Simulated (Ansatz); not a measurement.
## HAlC, triplet: stretch scan

Starting geometry (PBE0/def2-TZVP stationary point for this spin, not checked as a minimum):

```yaml
atoms:
  - { symbol: Al, position_ang: [0.0000, 0.0000, 0.1051] }
  - { symbol: C, position_ang: [0.0000, 0.0000, -1.8111] }
  - { symbol: H, position_ang: [0.0000, 0.0000, 1.7060] }
```

From there C2 moves along the line of the two atoms named below, all else staying in place; atoms are numbered as listed. Energies are in kcal/mol, counted from the starting geometry at the same level.

Basis 6-31G; Ansatz 0.2.0. Only valence electrons are correlated (noble-gas cores frozen). Prefix R: restricted or restricted open-shell reference; prefix U: unrestricted. Active spaces: valence = (8e, 9o) chosen from the atoms' valence shells.

Unrestricted rows (U) aren't spin-pure: their determinants' ⟨S²⟩ exceeds S(S+1) by up to 0.57, so they mix in states of higher spin, at the starting point too. Coupled cluster chose its determinant by trial CCSD, here up to 0.25 eV above the lowest Hartree–Fock solution of its kind. Runs in a small pair space aren't shown, since their orbitals change along the scan. The reference follows the lowest state, whose symmetry changes from Π to Σ⁻ or Δ between 1.727 and 1.916.

Full CI is exact within this basis and frozen core; it isn't the basis-set limit. The frozen core follows each run's orbitals, which can shift R against U totals by a few meV.

```json
{"distance Al1-C2 (Å)": "1.509", "full CI": "50.9", "unpaired electrons (full CI)": "2.11", "error RHF": "-5.6", "error RMP2": "-1.7", "error UCCSD": "-2.4", "error UCCSDT(Q)": "0.1", "error MRCISD (valence space)": "0.0", "error MRCISD+Q (valence space)": "0.1"}
{"distance Al1-C2 (Å)": "1.727", "full CI": "9.3", "unpaired electrons (full CI)": "2.20", "error RHF": "2.3", "error RMP2": "0.7", "error UCCSD": "-1.6", "error UCCSDT(Q)": "0.1", "error MRCISD (valence space)": "0.0", "error MRCISD+Q (valence space)": "0.1"}
{"distance Al1-C2 (Å)": "1.916", "full CI": "0.0", "unpaired electrons (full CI)": "2.12", "error RHF": "0.0", "error RMP2": "0.0", "error UCCSD": "0.0", "error UCCSDT(Q)": "0.0", "error MRCISD (valence space)": "0.0", "error MRCISD+Q (valence space)": "0.0"}
{"distance Al1-C2 (Å)": "2.104", "full CI": "-1.2", "unpaired electrons (full CI)": "2.15", "error RHF": "0.6", "error RMP2": "4.1", "error UCCSD": "0.4", "error UCCSDT(Q)": "-0.1", "error MRCISD (valence space)": "0.1", "error MRCISD+Q (valence space)": "0.0"}
{"distance Al1-C2 (Å)": "2.339", "full CI": "6.0", "unpaired electrons (full CI)": "2.19", "error RHF": "-3.9", "error RMP2": "7.4", "error UCCSD": "0.3", "error UCCSDT(Q)": "-0.1", "error MRCISD (valence space)": "0.1", "error MRCISD+Q (valence space)": "0.1"}
{"distance Al1-C2 (Å)": "2.671", "full CI": "18.6", "unpaired electrons (full CI)": "2.19", "error RHF": "-13.7", "error RMP2": "4.9", "error UCCSD": "-1.2", "error UCCSDT(Q)": "0.0", "error MRCISD (valence space)": "0.1", "error MRCISD+Q (valence space)": "0.1"}
{"distance Al1-C2 (Å)": "3.002", "full CI": "27.0", "unpaired electrons (full CI)": "2.13", "error RHF": "-20.6", "error RMP2": "1.6", "error UCCSD": "-2.8", "error UCCSDT(Q)": "0.1", "error MRCISD (valence space)": "0.3", "error MRCISD+Q (valence space)": "0.3"}
{"distance Al1-C2 (Å)": "3.614", "full CI": "32.6", "unpaired electrons (full CI)": "2.08", "error RHF": "-24.9", "error RMP2": "-0.4", "error UCCSD": "-4.1", "error UCCSDT(Q)": "0.1", "error MRCISD (valence space)": "0.0", "error MRCISD+Q (valence space)": "0.1"}
{"distance Al1-C2 (Å)": "4.253", "full CI": "34.0", "unpaired electrons (full CI)": "2.08", "error RHF": "-25.8", "error RMP2": "-0.6", "error UCCSD": "-4.3", "error UCCSDT(Q)": "0.1", "error MRCISD (valence space)": "-0.3", "error MRCISD+Q (valence space)": "-0.1"}
{"distance Al1-C2 (Å)": "5.216", "full CI": "34.9", "unpaired electrons (full CI)": "2.08", "error RHF": "-26.0", "error RMP2": "-0.6", "error UCCSD": "-4.4", "error UCCSDT(Q)": "0.1", "error MRCISD (valence space)": "-0.3", "error MRCISD+Q (valence space)": "-0.2"}
{"distance Al1-C2 (Å)": "6.373", "full CI": "35.1", "unpaired electrons (full CI)": "2.08", "error RHF": "-26.1", "error RMP2": "-0.6", "error UCCSD": "-4.4", "error UCCSDT(Q)": "0.1", "error MRCISD (valence space)": "-0.4", "error MRCISD+Q (valence space)": "-0.2"}
```

Unpaired electrons are Σ n²(2−n)² over natural occupations. Errors are those of relative energies. In total energy the starting point itself misses full CI by: RHF 79.0, RMP2 20.4, UCCSD 5.0, UCCSDT(Q) -0.1, MRCISD (valence space) 0.8, MRCISD+Q (valence space) 0.3 kcal/mol.

Spread of the error over the points with a reference, to 6.373 Å (largest less smallest): UCCSDT(Q) 0.2, MRCISD+Q (valence space) 0.5, MRCISD (valence space) 0.7, UCCSD 4.8, RMP2 9.1, RHF 28.4 kcal/mol.

Going outwards, the relative energy of RHF first misses by more than 1.0 kcal/mol at 2.339 Å.

Going outwards, the relative energy of UCCSD first misses by more than 1.0 kcal/mol at 2.671 Å.

MRCISD+Q (valence space) stays parallel to the reference within 0.5 kcal/mol over the points shown.
